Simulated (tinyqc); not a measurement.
RKS/LDA (VWN5) in the sto-3g basis, for H2O, spin multiplicity 1, step by step (part 1 of 2). Computed by tinyqc, a small Python program that keeps every step (integrals from PySCF). Settings: charge = 0, multiplicity = 1, basis = sto-3g, energy threshold = 1e-08, iteration cap = 57, orthogonalisation = symmetric, start = random, DIIS depth = 3, DIIS from iteration = 3, method = RKS, functional = lda,vwn, grid = [20, 26]. Command: `OMP_NUM_THREADS=1 python tinyqc.py 30874 30875 out.jsonl` (the two numbers bound the seeds that draw the settings). One thread of a shared host (Intel(R) Xeon(R) Processor @ 2.60GHz), about 0.4 s of CPU time with the checks. Later iterations appear only in the table of the cycle.

## One-electron integrals

Geometry (angstrom):

| atom | x | y | z |
|---|---|---|---|
| O | 0.000000 | 0.000000 | 0.000000 |
| H | 0.000000 | 1.104000 | 0.665000 |
| H | 0.000000 | -1.104000 | 0.665000 |

Basis sto-3g: exponents (1/bohr^2) and contraction coefficients of normalised primitives:

| element | l (shell) | exponent | coefficient |
|---|---|---|---|
| O | s (1) | 130.709320 | 0.154329 |
| O | s (1) | 23.808861 | 0.535328 |
| O | s (1) | 6.443608 | 0.444635 |
| O | s (2) | 5.033151 | -0.099967 |
| O | s (2) | 1.169596 | 0.399513 |
| O | s (2) | 0.380389 | 0.700115 |
| O | p (3) | 5.033151 | 0.155916 |
| O | p (3) | 1.169596 | 0.607684 |
| O | p (3) | 0.380389 | 0.391957 |
| H | s (1) | 3.425251 | 0.154329 |
| H | s (1) | 0.623914 | 0.535328 |
| H | s (1) | 0.168855 | 0.444635 |

Overlap, kinetic and nuclear-attraction integrals over the contracted functions; the nuclear repulsion is the sum of Za Zb / Rab.

nuclear repulsion = 6.80914275 hartree

overlap S, lower triangle:
```
           1O 1s     1O 2s    1O 2px     1O 2py    1O 2pz     2H 1s     3H 1s
1O 1s   1.000000
1O 2s   0.236704  1.000000
1O 2px  0.000000  0.000000  1.000000
1O 2py  0.000000  0.000000  0.000000   1.000000
1O 2pz  0.000000  0.000000  0.000000   0.000000  1.000000
2H 1s   0.024677  0.286267  0.000000   0.230455  0.138816  1.000000
3H 1s   0.024677  0.286267  0.000000  -0.230455  0.138816  0.083908  1.000000
```

kinetic energy T (hartree), lower triangle:
```
            1O 1s     1O 2s    1O 2px     1O 2py    1O 2pz      2H 1s     3H 1s
1O 1s   29.003200
1O 2s   -0.168011  0.808128
1O 2px   0.000000  0.000000  2.528731
1O 2py   0.000000  0.000000  0.000000   2.528731
1O 2pz   0.000000  0.000000  0.000000   0.000000  2.528731
2H 1s   -0.007874  0.021394  0.000000   0.081783  0.049262   0.760032
3H 1s   -0.007874  0.021394  0.000000  -0.081783  0.049262  -0.011435  0.760032
```

nuclear attraction V (hartree), lower triangle:
```
             1O 1s      1O 2s     1O 2px     1O 2py     1O 2pz      2H 1s      3H 1s
1O 1s   -61.439640
1O 2s    -7.377457  -9.872025
1O 2px    0.000000   0.000000  -9.759580
1O 2py    0.000000   0.000000   0.000000  -9.846711
1O 2pz   -0.008836  -0.110408   0.000000   0.000000  -9.791194
2H 1s    -0.785806  -2.062762   0.000000  -1.443272  -0.889529  -4.718933
3H 1s    -0.785806  -2.062762   0.000000   1.443272  -0.889529  -0.459835  -4.718933
```

core Hamiltonian H = T + V (hartree), lower triangle:
```
             1O 1s      1O 2s     1O 2px     1O 2py     1O 2pz      2H 1s      3H 1s
1O 1s   -32.436440
1O 2s    -7.545468  -9.063897
1O 2px    0.000000   0.000000  -7.230848
1O 2py    0.000000   0.000000   0.000000  -7.317980
1O 2pz   -0.008836  -0.110408   0.000000   0.000000  -7.262463
2H 1s    -0.793680  -2.041368   0.000000  -1.361489  -0.840266  -3.958901
3H 1s    -0.793680  -2.041368   0.000000   1.361489  -0.840266  -0.471270  -3.958901
```

## Two-electron integrals

Functions are numbered as in S; the eight-fold symmetry (ij|kl) = (ji|kl) = (kl|ij) leaves the list below.

Two-electron integrals (ij|kl) in chemists' order, unique and non-zero (hartree):
```
(11|11) 4.785065    (21|11) 0.741380    (21|21) 0.136873    (22|11) 1.118947
(22|21) 0.256633    (22|22) 0.817206    (31|31) 0.024477    (32|31) 0.037809
(32|32) 0.180518    (33|11) 1.115814    (33|21) 0.256684    (33|22) 0.817023
(33|33) 0.880159    (41|41) 0.024477    (42|41) 0.037809    (42|42) 0.180518
(43|43) 0.047444    (44|11) 1.115814    (44|21) 0.256684    (44|22) 0.817023
(44|33) 0.785270    (44|44) 0.880159    (51|51) 0.024477    (52|51) 0.037809
(52|52) 0.180518    (53|53) 0.047444    (54|54) 0.047444    (55|11) 1.115814
(55|21) 0.256684    (55|22) 0.817023    (55|33) 0.785270    (55|44) 0.785270
(55|55) 0.880159    (61|11) 0.078092    (61|21) 0.014314    (61|22) 0.026729
(61|33) 0.026680    (61|41) 0.000539    (61|42) 0.001023    (61|44) 0.026792
(61|51) 0.000325    (61|52) 0.000616    (61|54) 0.000067    (61|55) 0.026720
(61|61) 0.001515    (62|11) 0.220225    (62|21) 0.051277    (62|22) 0.184699
(62|33) 0.181385    (62|41) 0.003267    (62|42) 0.026693    (62|44) 0.188541
(62|51) 0.001968    (62|52) 0.016079    (62|54) 0.004310    (62|55) 0.183982
(62|61) 0.005477    (62|62) 0.055050    (63|31) 0.004981    (63|32) 0.030369
(63|43) 0.005312    (63|53) 0.003200    (63|63) 0.007248    (64|11) 0.147175
(64|21) 0.034672    (64|22) 0.133426    (64|33) 0.127634    (64|41) 0.006882
(64|42) 0.048231    (64|44) 0.143098    (64|51) 0.001145    (64|52) 0.010759
(64|54) 0.006115    (64|55) 0.129390    (64|61) 0.003837    (64|62) 0.048430
(64|64) 0.049410    (65|11) 0.088651    (65|21) 0.020885    (65|22) 0.080370
(65|33) 0.076881    (65|41) 0.001145    (65|42) 0.010759    (65|44) 0.079796
(65|51) 0.005671    (65|52) 0.036850    (65|54) 0.007068    (65|55) 0.084338
(65|61) 0.002312    (65|62) 0.029172    (65|64) 0.025396    (65|65) 0.022545
(66|11) 0.406433    (66|21) 0.096110    (66|22) 0.399182    (66|33) 0.384915
(66|41) 0.006838    (66|42) 0.079462    (66|44) 0.416005    (66|51) 0.004119
(66|52) 0.047864    (66|54) 0.018728    (66|55) 0.396196    (66|61) 0.010309
(66|62) 0.160926    (66|64) 0.161958    (66|65) 0.097556    (66|66) 0.774606
(71|11) 0.078092    (71|21) 0.014314    (71|22) 0.026729    (71|33) 0.026680
(71|41) -0.000539   (71|42) -0.001023   (71|44) 0.026792    (71|51) 0.000325
(71|52) 0.000616    (71|54) -0.000067   (71|55) 0.026720    (71|61) 0.001489
(71|62) 0.005282    (71|64) 0.003441    (71|65) 0.002234    (71|66) 0.009889
(71|71) 0.001515    (72|11) 0.220225    (72|21) 0.051277    (72|22) 0.184699
(72|33) 0.181385    (72|41) -0.003267   (72|42) -0.026693   (72|44) 0.188541
(72|51) 0.001968    (72|52) 0.016079    (72|54) -0.004310   (72|55) 0.183982
(72|61) 0.005282    (72|62) 0.041291    (72|64) 0.025771    (72|65) 0.021164
(72|66) 0.093893    (72|71) 0.005477    (72|72) 0.055050    (73|31) 0.004981
(73|32) 0.030369    (73|43) -0.005312   (73|53) 0.003200    (73|63) 0.005159
(73|73) 0.007248    (74|11) -0.147175   (74|21) -0.034672   (74|22) -0.133426
(74|33) -0.127634   (74|41) 0.006882    (74|42) 0.048231    (74|44) -0.143098
(74|51) -0.001145   (74|52) -0.010759   (74|54) 0.006115    (74|55) -0.129390
(74|61) -0.003441   (74|62) -0.025771   (74|64) -0.011432   (74|65) -0.013010
(74|66) -0.056086   (74|71) -0.003837   (74|72) -0.048430   (74|74) 0.049410
(75|11) 0.088651    (75|21) 0.020885    (75|22) 0.080370    (75|33) 0.076881
(75|41) -0.001145   (75|42) -0.010759   (75|44) 0.079796    (75|51) 0.005671
(75|52) 0.036850    (75|54) -0.007068   (75|55) 0.084338    (75|61) 0.002234
(75|62) 0.021164    (75|64) 0.013010    (75|65) 0.015845    (75|66) 0.051920
(75|71) 0.002312    (75|72) 0.029172    (75|74) -0.025396   (75|75) 0.022545
(76|11) 0.046599    (76|21) 0.010944    (76|22) 0.042683    (76|33) 0.041798
(76|44) 0.042770    (76|51) 0.000673    (76|52) 0.006554    (76|55) 0.043433
(76|61) 0.001153    (76|62) 0.012280    (76|64) 0.009527    (76|65) 0.007370
(76|66) 0.037239    (76|71) 0.001153    (76|72) 0.012280    (76|74) -0.009527
(76|75) 0.007370    (76|76) 0.003519    (77|11) 0.406433    (77|21) 0.096110
(77|22) 0.399182    (77|33) 0.384915    (77|41) -0.006838   (77|42) -0.079462
(77|44) 0.416005    (77|51) 0.004119    (77|52) 0.047864    (77|54) -0.018728
(77|55) 0.396196    (77|61) 0.009889    (77|62) 0.093893    (77|64) 0.056086
(77|65) 0.051920    (77|66) 0.239297    (77|71) 0.010309    (77|72) 0.160926
(77|74) -0.161958   (77|75) 0.097556    (77|76) 0.037239    (77|77) 0.774606
```

## Orthogonalisation

S = U s U^T; symmetric (Loewdin) form X = U s^(-1/2) U^T, so that X^T S X = 1.

eigenvalues of S: 0.545338  0.629443  0.901270  1.000000  1.087493  1.286648  1.549808

X, lower triangle:
```
            1O 1s      1O 2s    1O 2px     1O 2py     1O 2pz      2H 1s     3H 1s
1O 1s    1.022990
1O 2s   -0.130848   1.092294
1O 2px   0.000000   0.000000  1.000000
1O 2py   0.000000   0.000000  0.000000   1.046834
1O 2pz  -0.003842   0.033276  0.000000   0.000000   1.015734
2H 1s    0.015139  -0.156768  0.000000  -0.132845  -0.074431   1.066942
3H 1s    0.015139  -0.156768  0.000000   0.132845  -0.074431  -0.028260  1.066942
```

## Starting guess

The start is random orthonormal orbitals; D = 2 C_occ C_occ^T.

D at the start, lower triangle:
```
            1O 1s      1O 2s     1O 2px     1O 2py     1O 2pz      2H 1s     3H 1s
1O 1s    1.125009
1O 2s   -0.521105   1.746874
1O 2px  -0.155233   0.037108   1.974769
1O 2py  -0.904652   0.158628  -0.144758   1.427700
1O 2pz  -0.279613  -0.056732  -0.028692  -0.186256   1.940808
2H 1s   -0.071210  -0.020709  -0.052809  -0.828446  -0.145688   1.798384
3H 1s    0.075561   0.446241  -0.048829   0.368278   0.047363  -1.043065  0.743230
```

## Iteration 1: exchange-correlation on the grid

Becke grid with 20 radial and 26 angular points per atom, points of zero weight dropped. rho = sum D_ij phi_i phi_j; V_xc,ij = sum w v_xc phi_i phi_j; v_xc is d(rho eps)/d rho.

The 8 grid points with the largest w rho, of 1554 (bohr, atomic units):

| x | y | z | w | rho | eps_xc | v_xc |
|---|---|---|---|---|---|---|
| 1.045076 | 0.000000 | 0.000000 | 0.199726 | 0.482507 | -0.644883 | -0.846055 |
| 0.000000 | 0.000000 | -1.045076 | 0.199751 | 0.482055 | -0.644695 | -0.845806 |
| -1.045076 | 0.000000 | 0.000000 | 0.199726 | 0.472052 | -0.640492 | -0.840250 |
| 0.000000 | 0.000000 | 1.045076 | 0.198391 | 0.460905 | -0.635736 | -0.833965 |
| 1.383986 | 0.000000 | 0.000000 | 0.428221 | 0.185293 | -0.479111 | -0.627152 |
| 0.000000 | 0.000000 | -1.383986 | 0.428497 | 0.184740 | -0.478668 | -0.626568 |
| 0.738980 | 0.000000 | -0.738980 | 0.159801 | 0.491464 | -0.648594 | -0.850961 |
| -1.383986 | 0.000000 | 0.000000 | 0.428221 | 0.181950 | -0.476423 | -0.623607 |

electrons on the grid, sum of w rho = 10.000070

E_xc = sum of w rho eps_xc = -6.80003464 hartree

V_xc (hartree), lower triangle:
```
            1O 1s      1O 2s     1O 2px     1O 2py     1O 2pz      2H 1s      3H 1s
1O 1s   -2.385059
1O 2s   -0.363608  -0.796669
1O 2px   0.003647   0.001108  -0.799667
1O 2py   0.021937   0.010170   0.006346  -0.777542
1O 2pz   0.008249   0.003758   0.001576   0.009415  -0.801522
2H 1s   -0.037859  -0.173494   0.000832  -0.126231  -0.077634  -0.495209
3H 1s   -0.038759  -0.169502  -0.000389   0.121670  -0.075012  -0.037193  -0.408624
```

## Iteration 1: building the Kohn-Sham matrix

J_ij = sum D_kl (ij|kl); F = H + J + V_xc; E = tr D H + tr D J / 2 + E_xc + E_nn.

Coulomb J (hartree), lower triangle:
```
            1O 1s      1O 2s     1O 2px     1O 2py    1O 2pz     2H 1s     3H 1s
1O 1s   13.281530
1O 2s    2.689362   7.532289
1O 2px  -0.005806  -0.004514   7.523424
1O 2py  -0.035062  -0.001064  -0.013778   7.517014
1O 2pz  -0.011094   0.047046  -0.003373  -0.010315  7.542003
2H 1s    0.280124   1.761876  -0.002283   1.306284  0.798767  4.412710
3H 1s    0.281615   1.726094   0.000809  -1.254441  0.774685  0.415876  4.013936
```

Kohn-Sham matrix F (hartree), lower triangle:
```
             1O 1s      1O 2s     1O 2px     1O 2py     1O 2pz      2H 1s      3H 1s
1O 1s   -21.539969
1O 2s    -5.219713  -2.328278
1O 2px   -0.002159  -0.003407  -0.507092
1O 2py   -0.013126   0.009106  -0.007433  -0.578508
1O 2pz   -0.011682  -0.059604  -0.001797  -0.000900  -0.521981
2H 1s    -0.551415  -0.452987  -0.001452  -0.181436  -0.119133  -0.041399
3H 1s    -0.550824  -0.484777   0.000420   0.228718  -0.140593  -0.092586  -0.353589
```

total energy of this density = -53.72006333 hartree

## Iteration 1: diagonalisation and new density

Diagonalise F' = X^T F X, C = X C', fill 5 alpha and 5 beta electrons from the bottom; D = 2 C_occ C_occ^T. Each column has its largest component positive (the first on a tie).

F' = X^T F X (hartree), lower triangle:
```
            1          2          3          4          5          6          7
1  -21.214728
2   -2.560412  -1.395042
3   -0.001772  -0.003336  -0.507092
4   -0.014534   0.006203  -0.007532  -0.523590
5   -0.016720  -0.028142  -0.001853  -0.004221  -0.503963
6   -0.055653  -0.191392   0.000062  -0.143234  -0.082850   0.108119
7   -0.059214  -0.175567   0.000137   0.150054  -0.083519  -0.029218  -0.220364
```

orbital energies (hartree): MO1 -21.540780, MO2 -1.133654, MO3 -0.605319, MO4 -0.524498, MO5 -0.506312, MO6 -0.122134, MO7 0.176038

coefficients C:
```
              MO1        MO2        MO3        MO4        MO5        MO6        MO7
1O 1s    0.998406  -0.246489  -0.019251   0.032173  -0.001472   0.056075   0.044482
1O 2s    0.006849   1.011607   0.094792  -0.154062   0.007125  -0.350549  -0.285370
1O 2px   0.000104   0.004654   0.071610   0.121665   0.989963  -0.003238   0.003298
1O 2py   0.000693  -0.019726   0.893980   0.112271  -0.075770   0.427747  -0.360905
1O 2pz   0.000833   0.092826  -0.056079   0.950102  -0.113531  -0.294195  -0.173270
2H 1s   -0.001100  -0.001045   0.074019   0.057047  -0.015719   0.075834   1.082785
3H 1s   -0.000797   0.039784  -0.240965   0.121500   0.006101   1.049383  -0.107264
```

D after iteration 1, lower triangle:
```
            1O 1s      1O 2s     1O 2px     1O 2py    1O 2pz      2H 1s     3H 1s
1O 1s    2.117957
1O 2s   -0.498607   2.112332
1O 2px   0.000070  -0.000388   1.999957
1O 2py  -0.015864   0.093910   0.005151   1.635871
1O 2pz   0.019530  -0.117180  -0.000763   0.126614  1.854690
2H 1s   -0.000815  -0.005898  -0.006651   0.147574  0.103472   0.017965
3H 1s   -0.004127  -0.002553   0.007504  -0.406049  0.263900  -0.022083  0.148894
```

## Iteration 2: exchange-correlation on the grid

As before.

The 8 grid points with the largest w rho, of 1554 (bohr, atomic units):

| x | y | z | w | rho | eps_xc | v_xc |
|---|---|---|---|---|---|---|
| -1.045076 | 0.000000 | 0.000000 | 0.199726 | 0.497957 | -0.651256 | -0.854479 |
| 1.045076 | 0.000000 | 0.000000 | 0.199726 | 0.497834 | -0.651206 | -0.854413 |
| 0.000000 | 0.000000 | -1.045076 | 0.199751 | 0.490658 | -0.648262 | -0.850522 |
| 0.000000 | 0.000000 | 1.045076 | 0.198391 | 0.464364 | -0.637220 | -0.835926 |
| 0.000000 | 1.045076 | 0.000000 | 0.189395 | 0.459495 | -0.635129 | -0.833162 |
| 0.000000 | -1.045076 | 0.000000 | 0.189395 | 0.446980 | -0.629685 | -0.825967 |
| -1.383986 | 0.000000 | 0.000000 | 0.428221 | 0.190376 | -0.483134 | -0.632459 |
| 1.383986 | 0.000000 | 0.000000 | 0.428221 | 0.190335 | -0.483102 | -0.632417 |

electrons on the grid, sum of w rho = 10.001380

E_xc = sum of w rho eps_xc = -9.33476165 hartree

V_xc (hartree), lower triangle:
```
            1O 1s      1O 2s     1O 2px     1O 2py     1O 2pz      2H 1s      3H 1s
1O 1s   -2.932412
1O 2s   -0.425964  -0.829404
1O 2px   0.000003   0.000017  -0.827393
1O 2py  -0.000560  -0.000830  -0.000141  -0.821439
1O 2pz   0.000697   0.000046   0.000028  -0.002533  -0.825159
2H 1s   -0.045118  -0.165224   0.000003  -0.110911  -0.067507  -0.254749
3H 1s   -0.045067  -0.170123   0.000006   0.118120  -0.071369  -0.033408  -0.328881
```

## Iteration 2: building the Kohn-Sham matrix

As before.

Coulomb J (hartree), lower triangle:
```
            1O 1s      1O 2s     1O 2px     1O 2py    1O 2pz     2H 1s     3H 1s
1O 1s   18.174594
1O 2s    3.453424   8.594175
1O 2px  -0.000017  -0.000083   8.591277
1O 2py   0.001486  -0.006255   0.000338   8.581015
1O 2pz  -0.001849   0.005578  -0.000067   0.004105  8.586681
2H 1s    0.361472   1.888017   0.000008   1.342309  0.812550  3.988093
3H 1s    0.361374   1.899164  -0.000042  -1.359149  0.819583  0.432350  4.089100
```

Kohn-Sham matrix F (hartree), lower triangle:
```
             1O 1s      1O 2s     1O 2px     1O 2py     1O 2pz      2H 1s      3H 1s
1O 1s   -17.194258
1O 2s    -4.518007  -1.299126
1O 2px   -0.000015  -0.000066   0.533036
1O 2py    0.000925  -0.007085   0.000197   0.441595
1O 2pz   -0.009989  -0.104785  -0.000039   0.001573   0.499060
2H 1s    -0.477326  -0.318576   0.000011  -0.130092  -0.095223  -0.225556
3H 1s    -0.477374  -0.312327  -0.000036   0.120460  -0.092053  -0.072328  -0.198681
```

total energy of this density = -73.90859298 hartree

## Iteration 2: diagonalisation and new density

As before.

F' = X^T F X (hartree), lower triangle:
```
            1          2          3          4          5          6          7
1  -16.833839
2   -2.505314  -0.395020
3   -0.000006  -0.000068   0.533036
4    0.001740  -0.006231   0.000200   0.548680
5   -0.017232  -0.047050  -0.000040   0.002362   0.535090
6   -0.026520  -0.169158   0.000000  -0.191611  -0.112340  -0.117807
7   -0.026579  -0.167848   0.000001   0.186634  -0.110225  -0.025732  -0.092021
```

orbital energies (hartree): MO1 -17.207516, MO2 -0.339654, MO3 -0.176810, MO4 0.151293, MO5 0.533035, MO6 0.570467, MO7 0.647304

coefficients C:
```
              MO1        MO2        MO3        MO4        MO5        MO6        MO7
1O 1s    0.992590  -0.153293  -0.015566  -0.234410   0.000015  -0.013080   0.002634
1O 2s    0.030746   0.482635   0.053502   1.006975  -0.000011   0.098248  -0.009490
1O 2px   0.000001   0.000046   0.000102   0.000117   0.999998  -0.001209   0.001638
1O 2py  -0.000048   0.016287  -0.184561   0.014899  -0.001735  -0.031090   1.046726
1O 2pz   0.002071   0.110741   0.010735  -0.058963   0.001175   1.013454   0.031113
2H 1s   -0.005116   0.521204  -0.652319  -0.532934   0.000478  -0.225029  -0.394081
3H 1s   -0.005140   0.418864   0.705388  -0.545897  -0.000972  -0.253050   0.389965
```

D after iteration 2, lower triangle:
```
            1O 1s      1O 2s     1O 2px     1O 2py    1O 2pz     2H 1s     3H 1s
1O 1s    2.127848
1O 2s   -0.560689   2.501488
1O 2px  -0.000040   0.000269   1.999992
1O 2py  -0.006328   0.025975  -0.003504   0.069106
1O 2pz  -0.002531  -0.010578   0.002348  -0.002116  0.031722
2H 1s    0.100209  -0.640315   0.000747   0.241882  0.164260  1.962438
3H 1s    0.095345  -0.619929  -0.001889  -0.262992  0.172268  0.098256  1.942100
```
